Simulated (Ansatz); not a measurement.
**BNH (quartet): the correlation ladder at distance N2–H3 = 1.139 Å, 6-31G**

How much of the correlation energy of BNH (quartet) does each wave-function method recover here?

Program: Ansatz 0.2.0, Gaussian basis. Level of theory: 6-31G, core rule «outside noble gas», up to 2 orbitals frozen. These are calculated values, not measurements.

Plan: UHF; CCSD(T) on ROHF; CCSD(T) on UHF; BCCD(T) on ROHF; CISD; CCSDT(Q) on ROHF; CCSDT(Q) on UHF; CCSDTQ on ROHF; CASSCF and MRCISD+Q, 5 electrons in 5 orbitals; CASSCF and NEVPT2, 5 electrons in 5 orbitals; CASSCF and MRCISD+Q, 9 electrons in 9 orbitals; CASSCF and NEVPT2, 9 electrons in 9 orbitals; Full CI.

20 further runs of the same task are left out: 1 for a mislabelled method, 1 for a known fault of the program, 12 that didn't finish, 6 set aside as unsound or not needed.

### 1 The system

The geometry derives from a PBE0/def2-TZVP stationary point (not a proven minimum). One bond is set to the value named and the two fragments are kept rigid.

3 atoms, charge 0, spin multiplicity 4.

Atoms are counted from 1 here; the program's logs count them from 0.

Bond lengths: B1–N2 1.465 Å, N2–H3 1.139 Å. Angles: B1–N2–H3 111.7°.

Coordinates:

```xyz
3

B     0.0000    0.0760    0.8659
N     0.0000   -0.1213   -0.5858
H     0.0000    0.8703   -1.1462
```

### 2 UHF

Contents of in.yaml:

```yaml
crystal:
  periodic: [false, false, false]
  atoms:
    - {symbol: B, position_ang: [0.000000, 0.076046, 0.865869]}
    - {symbol: N, position_ang: [0.000000, -0.121323, -0.585833]}
    - {symbol: H, position_ang: [0.000000, 0.870280, -1.146230]}
basis:
  gaussian: {orbitals: 6-31G}
magnetization: {spin_polarized: true, initial_magnetization: 3}
hamiltonian: {xc: hf}
output: {orbitals: {seedname: orbitals}}
```

The run is started by

```sh
ansatz run in.yaml --threads 1 --pin off --events-out ev --progress --plain --max-ram 2393MiB
```

Further steps of the session: CCSD(T) on ROHF; CCSD(T) on UHF; BCCD(T) on ROHF; CISD; CCSDT(Q) on ROHF; CCSDT(Q) on UHF; CCSDTQ on ROHF; CASSCF and MRCISD+Q, 5 electrons in 5 orbitals; CASSCF and NEVPT2, 5 electrons in 5 orbitals; CASSCF and MRCISD+Q, 9 electrons in 9 orbitals; CASSCF and NEVPT2, 9 electrons in 9 orbitals; Full CI.

Q: Predict the results of all the runs planned. Wanted: FCI below the RHF energy; RMP2 from FCI; UMP2 from FCI; RCCSD from FCI; RCCSD(T) from FCI; UCCSD(T) from FCI; RCCSDT(Q) from FCI; UCCSDT(Q) from FCI; NEVPT2 pair from FCI.

The runs gave:

| quantity | value |
| --- | --- |
| FCI below the RHF energy | -3.5255 eV |
| RMP2 from FCI | +622.7 meV |
| UMP2 from FCI | +619.3 meV |
| RCCSD from FCI | +103.7 meV |
| RCCSD(T) from FCI | +26.8 meV |
| UCCSD(T) from FCI | +26.4 meV |
| RCCSDT(Q) from FCI | +0.5 meV |
| UCCSDT(Q) from FCI | -0.7 meV |
| NEVPT2 pair from FCI | +538.1 meV |
| MRCISD+Q pair from FCI | +47.8 meV |
| NEVPT2 valence from FCI | +343.0 meV |
| levels within 1 kcal/mol (43 meV) | RCCSD(T), UCCSD(T), BCCD(T), RCCSDT, UCCSDT, RCCSDT(Q), UCCSDT(Q), RCCSDTQ, MRCISD+Q valence |
| T1 diagnostic | 0.026 |
| effectively unpaired electrons | 3.03 |

What this shows: RCCSD(T) lands +26.8 meV from the yardstick (0.8 % of the correlation energy). One determinant dominates. Of the multireference levels listed MRCISD+Q valence comes nearest in total energy (+21.0 meV), which doesn't show that its space is the better one. These misses are within one basis, not against nature; the frozen cores of restricted and unrestricted runs differ, which can shift their rows.
